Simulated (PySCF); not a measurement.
# CH7BP− (SMILES C[BH2-]P) at M06-2X/STO-3G

What is the vertical singlet–triplet gap of CH7BP− at M06-2X/STO-3G? The job is set up through a Python script.

Program for the calculation: PySCF 2.14.0.

2 further runs of the same task are left out: 1 that didn't finish, 1 set aside as unsound or not needed.

### Step 1. The structure to begin with

The species is CH7BP− (10 atoms), meant as a singlet with charge -1. SMILES: `C[BH2-]P`. The coordinates come from a GFN2-xTB relaxation. This is one conformer, not always the lowest.

Bond lengths: C1–B2 1.638 Å, B2–P3 2.018 Å, C1–H4 1.095 Å, C1–H5 1.093 Å, C1–H6 1.093 Å, B2–H7 1.215 Å, B2–H8 1.213 Å, P3–H9 1.386 Å, P3–H10 1.387 Å. Some angles: C1–B2–P3 109.0°, C1–B2–H7 111.7°, C1–B2–H8 112.2°, P3–B2–H7 105.2°, P3–B2–H8 107.4°, B2–C1–H4 111.3°, B2–C1–H5 112.3°, B2–C1–H6 112.2°, B2–P3–H9 97.8°, B2–P3–H10 99.0°.

### Step 2. The energy at M06-2X/STO-3G

calc.py

```python
from pyscf import gto, dft

mol = gto.M(
    atom='''
C     -1.679626     1.276208    -1.434831
B     -0.496280    -1.063141     0.209892
P      2.275854     0.277979     2.459573
H     -3.205164     0.628315    -2.672923
H     -0.267906     2.177966    -2.644143
H     -2.469362     2.756600    -0.231000
H     -2.048255    -1.966695     1.638997
H      0.428099    -2.680350    -1.125370
H      3.318699    -2.024936     3.146488
H      4.143943     0.618054     0.653335
''',
    max_memory=1860,
    basis='sto-3g',
    unit='bohr',
    charge=-1,
    verbose=4,
)

mf = dft.RKS(mol, xc='m06-2x')
mf.grids.level = 4
mf.conv_tol = 1e-10
mf.kernel()
if not mf.converged:
    mf = mf.newton().run(mf.mo_coeff, mf.mo_occ)

energy = mf.e_tot
print('Final energy', energy)
```

Launch:

```bash
$ OMP_NUM_THREADS=1 python calc.py
```

Standard output:

```text
PySCF version 2.14.0

[... 75 lines left out ...]
converged SCF energy = -403.797926668988
Final energy -403.7979266689881
```

Run time: 5.4 s. Hardware: 1 thread of Arm Neoverse V1, shared host; peak memory 0.23 GiB.

### Step 3. The triplet at the same level

input.xyz

```xyz
10

C     -0.888820     0.675340    -0.759280
B     -0.262620    -0.562590     0.111070
P      1.204330     0.147100     1.301550
H     -1.696100     0.332490    -1.414450
H     -0.141770     1.152530    -1.399220
H     -1.306730     1.458730    -0.122240
H     -1.083890    -1.040730     0.867320
H      0.226540    -1.418380    -0.595520
H      1.756180    -1.071550     1.665050
H      2.192880     0.327060     0.345730
```

run.py

```python
from pyscf import gto, dft

molecule = gto.Mole()
molecule.atom = 'input.xyz'
molecule.max_memory = 1860
molecule.verbose = 4
molecule.basis = 'sto-3g'
molecule.spin = 2
molecule.charge = -1
molecule.build()

mf = dft.UKS(molecule)
mf.xc = 'm06-2x'
mf.conv_tol = 1e-10
mf.grids.level = 4
mf.kernel()
if not mf.converged:
    mf = mf.newton().run(mf.mo_coeff, mf.mo_occ)

e_tot = mf.e_tot
print(f'total energy: {e_tot:.8f} hartree')
```

Launch:

```bash
$ OMP_NUM_THREADS=1 python run.py
```

Standard output:

```text
PySCF version 2.14.0

[... 60 lines left out ...]
[... the frontier-level lines of each cycle are left out ...]
[... 11 lines left out ...]
[... 11 lines left out ...]
[... 11 lines left out ...]
[... 11 lines left out ...]
[... 11 lines left out ...]
[... 5 lines left out ...]

cycle= 12 E= -403.460537080369  delta_E= -1.13e-09  |g|= 6.21e-06  |ddm|= 0.000207


cycle= 13 E= -403.460537080499  delta_E= -1.3e-10  |g|= 2.7e-06  |ddm|= 0.000111


cycle= 14 E= -403.460537080547  delta_E= -4.83e-11  |g|= 1.26e-06  |ddm|= 4.39e-05


Extra cycle  E= -403.460537080554  delta_E= -6.71e-12  |g|= 7.93e-07  |ddm|= 1.11e-05
converged SCF energy = -403.460537080554  <S^2> = 2.0013712  2S+1 = 3.000914
total energy: -403.46053708 hartree
```

It took 14 s on 1 thread of Arm Neoverse V1, shared host; peak memory 0.26 GiB.

### Step 4. What came out

Level: M06-2X/STO-3G.

| quantity | value |
| --- | --- |
| singlet: total energy | -403.79793 Eh |
| singlet: HOMO energy | 1.81 eV |
| singlet: LUMO energy | 15.69 eV |
| singlet: HOMO–LUMO gap (to an unbound level, set by the basis) | 13.89 eV |
| triplet: total energy | -403.46054 Eh |
| triplet: HOMO energy (highest over α and β) | 11.13 eV |
| triplet: ⟨S²⟩ | 2.001 |
| vertical energy of the triplet above the singlet | 9.181 eV |

**Reading.** At this shape the triplet lies 9.18 eV (886 kJ/mol) above the singlet. For an anion a state so high probably lies above electron detachment. In a minimal basis such a difference can be off by several eV, whatever the method. The HOMO (singlet) lies at positive energy, 1.81 eV; only total energies tell whether the electron is bound. The HOMO (triplet) lies at positive energy, 11.13 eV; only total energies tell whether the electron is bound.
